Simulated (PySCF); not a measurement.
Input of a run (PBE0-D3(BJ)/def2-SVP geometry optimisation, gas phase (PySCF 2.14.0)), started from GFN2-xTB:
```
{"job": {"xc": "PBE0", "basis": "def2-SVP", "d3": "d3bj", "grid": 1, "kind": "geom"}, "charge": -1, "multiplicity": 2}
B      0.008130    -0.004220     0.268470
H      1.141090    -0.369460    -0.122480
H     -0.239890     1.175760    -0.075820
H     -0.888860    -0.792550    -0.115880
```

Output (energies in Eh, forces in Eh/bohr):
```
step   0  E = -26.52037449  max force = 0.017756
step   1  E = -26.52282308  max force = 0.005334
step   2  E = -26.52324219  max force = 0.000196
step   3  E = -26.52324374  max force = 0.000017
optimisation converged
```

Task: Summarise the run.

Result: The energy falls by 7.5 kJ/mol over 4 energy and gradient evaluations, the largest force component goes from 0.0178 to 1.7e-05 Eh/bohr, and the atoms move by 0.113 Å rms after alignment. Among the bonds, B1–H3 and B1–H4 change most and about equally (-0.020 to -0.019 Å). Bonds longer at the end by more than 0.005 Å: 0 of 3; shorter: 3. Among the angles that change most is H3–B1–H4, from 111.5° to 119.1°. The energy never rose by more than 1e-6 Eh on the way. The first step brought 85 % of the lowering.

Task: What are the final bond lengths?

Result: B1–H2 1.235 Å, B1–H3 1.235 Å, B1–H4 1.235 Å. Numbering counts from 1 in the input's order; the species is `[BH3-]` [radical].

The run used 29 basis functions and 25 SCF cycles in all. On one thread of an x86-64 server, shared host, this took 1.0 s.

Not checked by PBE0-D3(BJ)/def2-SVP frequencies. ⟨S²⟩ = 0.754 (exact for a doublet: 0.75). Whether the extra electron is bound in the gas phase wasn't checked; a finite basis holds it in any case. The geometry's basis has no diffuse functions, a weakness for an anion.
